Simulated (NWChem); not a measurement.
**Total energies of P**

```xyz
1

P      0.0000     0.0000     0.0000
```
Charge 0, spin multiplicity 4.

The numbers come from NWChem runs, not from measurements.

Basis set: cc-pVQZ (59 functions).

```tsv
method	total energy (Ha)	relative cost
UHF	-340.71872	1
UMP2	-340.80759	under 3
UB2PLYP	-341.15387	under 3
UPBE	-341.11078	under 3
UB3LYP	-341.28874	under 3
UM06-2X	-341.24857	under 3
```

Total energies of different functionals aren't comparable as a measure of quality: only differences taken within one method are. Relative cost: rough, from shared machines, SCF included, UHF = 1.

The correlated methods keep 5 core orbitals frozen. B3LYP has NWChem's definition, with VWN1-RPA local correlation. The stability of the SCF solutions was not checked. Open-shell Hartree-Fock references start from PBE0 orbitals; any time given for them includes that run.
